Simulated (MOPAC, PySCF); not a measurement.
CS₂, SMILES `S=C=S`, neutral singlet in the gas phase. 

Cartesian coordinates (Å):
```xyz
3

S     -1.5527     0.0009     0.0000
C      0.0000     0.0000     0.0000
S      1.5527    -0.0009     0.0000
```
Charge 0, multiplicity 1.

All levels are single points at this geometry (B3LYP-D3(BJ)/def2-TZVP); Pople sets use spherical d functions. Orbital energies aren't observables, and empty levels follow the basis.

HF/3-21G in PySCF gives dipole (D) = 0.00.

Task: Estimate the dipole (D) from each of these levels: B3LYP-D3(BJ)/def2-TZVP in PySCF; PBE-D3(BJ)/def2-TZVP in PySCF; B3LYP/3-21G in PySCF; B3LYP/6-311+G** in PySCF; B3LYP/LANL2DZ in PySCF; M06-2X/6-31G* in PySCF; SVWN5/6-31G* in PySCF; HF/6-31G* in PySCF; HF/STO-3G in PySCF; PM3 in MOPAC; PM6 in MOPAC; PM7 in MOPAC.

Result: 
| level | dipole (D) |
|---|---|
| B3LYP-D3(BJ)/def2-TZVP in PySCF | 0.00 |
| PBE-D3(BJ)/def2-TZVP in PySCF | 0.00 |
| B3LYP/3-21G in PySCF | 0.00 |
| B3LYP/6-311+G** in PySCF | 0.00 |
| B3LYP/LANL2DZ in PySCF | 0.00 |
| M06-2X/6-31G* in PySCF | 0.00 |
| SVWN5/6-31G* in PySCF | 0.00 |
| HF/6-31G* in PySCF | 0.00 |
| HF/STO-3G in PySCF | 0.00 |
| PM3 in MOPAC | 0.00 |
| PM6 in MOPAC | 0.00 |
| PM7 in MOPAC | 0.00 |
